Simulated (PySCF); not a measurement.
Species: C3H4N2S.
Numbering: `[NH2:1][c:2]1[n:3][cH:4][cH:5][s:6]1` (hydrogens: H7, H8 on N1; H9 on C4; H10 on C5)

The geometry is computed with GFN2-xTB (gas phase).

(1) What internal coordinates does the optimisation give?

Answers

(1) 
```tsv
bond	length (bohr)	order
N1–C2	2.562	single
C2–N3	2.429	aromatic
N3–C4	2.568	aromatic
C4–C5	2.554	aromatic
C5–S6	3.274	aromatic
C2–S6	3.343	aromatic
N1–H7, N1–H8	1.902	single
C4–H9	2.031	single
C5–H10	2.022	single
```

Bonds in one row agree within 0.02 bohr and their mean is given. Orders are formal, as drawn. A selection of angles:
```tsv
angle	degrees
C2–N1–H7	117.7
C2–N1–H8	115.6
H7–N1–H8	116.8
N1–C2–N3	125.0
N1–C2–S6	120.5
N3–C2–S6	114.5
C2–N3–C4	111.6
N3–C4–C5	116.0
N3–C4–H9	118.5
C5–C4–H9	125.5
C4–C5–S6	110.4
C4–C5–H10	129.5
S6–C5–H10	120.2
C2–S6–C5	87.6
```

The 6 heavy atoms lie in one plane (0.017 Å rms). The 5-membered ring C2–N3–C4–C5–S6 has internal angles of 87.6° to 116.0° (sum 540°, against 540° for a flat polygon); it is planar, 0.00 Å rms from its mean plane, widest ring torsion 0°. The 2 C–S bonds span 1.733 Å (C5–S6, aromatic) to 1.769 Å (C2–S6, aromatic), a spread of 0.036 Å. The C–N distances run from 1.285 Å (C2–N3, aromatic) to 1.359 Å (N3–C4, aromatic), a spread of 0.074 Å. S6 (thiophene-type sulfur) is bent (angle 87.6°). N1 (aniline-type nitrogen) has angles 117.7°, 116.8° and 115.6°, sum 350.1°, 0.20 Å off the plane of its three neighbours.

Point group: near Cs, missed by 0.35 Å at most; the miss may be what the optimiser left on a soft mode. Whether it is a minimum is left open (no frequencies).
